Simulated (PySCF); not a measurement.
Molecule: `N(C)C(C)(C)C`, C₅H₁₃N.

Geometry (Å), atoms numbered from 1 in this order:
```xyz
19

C     1.801   -0.913   -0.663
N     0.959   -0.600    0.464
C    -0.300    0.104    0.215
C    -0.101    1.462   -0.477
C    -1.213   -0.779   -0.637
C    -0.947    0.323    1.581
H     2.127   -0.047   -1.279
H     2.710   -1.418   -0.303
H     1.297   -1.621   -1.339
H     1.491   -0.082    1.159
H     0.347    1.347   -1.476
H    -1.060    1.989   -0.604
H     0.563    2.108    0.121
H    -1.326   -1.769   -0.170
H    -2.209   -0.321   -0.736
H    -0.815   -0.921   -1.653
H    -1.921    0.826    1.484
H    -1.093   -0.641    2.091
H    -0.307    0.953    2.221
```

Geometry PBE0-D3(BJ)/def2-SVP throughout; GIAO in PySCF, gas phase, one conformer, non-relativistic; equivalent atoms averaged; functional PBE0.

**Question.** How do the absolute shieldings σ depend on the basis set? (ppm; last column core-seconds on shared hosts with different chips, so compare them loosely)

**Answer.** 
```tsv
basis set	functions	C3	C1	C4/C5/C6	N2	H7/H8/H9	H11/H12/H13/H14/H15/H16/H17/H18/H19	H10	core-s
STO-3G	43	187.0	202.2	209.7	280.1	31.33	31.82	33.89	3.4
6-31G	80	152.0	170.8	170.2	213.5	30.10	31.36	33.21	7
pcSseg-0	80	144.7	161.6	161.2	215.7	30.42	31.64	34.46	7
6-31G*	110	147.8	164.9	166.0	213.6	29.65	30.89	32.41	9.8
def2-SVP	149	147.6	165.5	164.9	215.9	29.15	30.37	32.06	14
cc-pVDZ	149	146.7	167.6	167.3	213.9	29.01	30.30	31.99	16
pcSseg-1	167	135.5	154.4	154.8	200.8	28.88	30.24	31.78	20
6-311+G(2d,p)	240	136.7	157.5	158.1	198.5	29.17	30.54	31.90	29
aug-cc-pVDZ	255	145.3	167.2	167.1	208.1	28.94	30.33	31.62	38
def2-TZVP	264	136.0	157.0	157.5	200.6	29.13	30.49	31.91	36
```

**Question.** Which nucleus moves most, in ppm?

**Answer.** N2 (amine nitrogen): from 198.5 ppm with 6-311+G(2d,p) to 280.1 ppm with STO-3G. The smallest spread is 1.58 ppm, at H11/H12/H13/H14/H15/H16/H17/H18/H19. Proton shifts span only some 12 ppm, so a few tenths of a ppm matter as much there as several ppm in carbon.

**Question.** Taking the largest basis, def2-TZVP (264 functions), as the yardstick, rank the others by their worst heavy-atom deviation.

**Answer.** 6-311+G(2d,p) 2.1 ppm (240 functions), pcSseg-1 2.7 ppm (167 functions), aug-cc-pVDZ 10.3 ppm (255 functions), 6-31G* 13.0 ppm (110 functions), cc-pVDZ 13.3 ppm (149 functions), pcSseg-0 15.1 ppm (80 functions), def2-SVP 15.3 ppm (149 functions), 6-31G 15.9 ppm (80 functions), STO-3G 79.6 ppm (43 functions).

A small basis that lands close on one nucleus may do so by chance; judge by the trend and by all nuclei.
